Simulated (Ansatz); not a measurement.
Basis-set extrapolation for `CC[C@@H](C)[C@H](C)CC` (PBE0-D4/def2-TZVP geometry, frozen core, the Gaussian-basis code of Ansatz). Multiplicity 1, RHF reference.

|  | def2-TZVPP | def2-QZVPP |
| --- | --- | --- |
| HF | -313.543512 | -313.558345 |
| MP2 correlation | -1.424952 | -1.511948 |
| CCSD(T) correlation | -1.574277 | not run |

Energies in hartree. Use E(X) = E(∞) + A·exp(−7.88·√X) for Hartree–Fock and E(X) = E(∞) + B·X^(−2.97) for correlation, with X = 3 and 4, and add CCSD(T) minus MP2 of the smaller set to the MP2 limit.

Question: What is the CCSD(T) energy at the basis-set limit?

Answer: HF limit: -313.558345 + (-0.014833) × 0.13774 = -313.56039. MP2 limit: -1.511948 + (-0.086996) × 0.74074 = -1.57639. Higher-order term: -1.574277 − (-1.424952) = -0.14932. Total: -315.28610 hartree, 4.58 eV below CCSD(T)/def2-TZVPP.
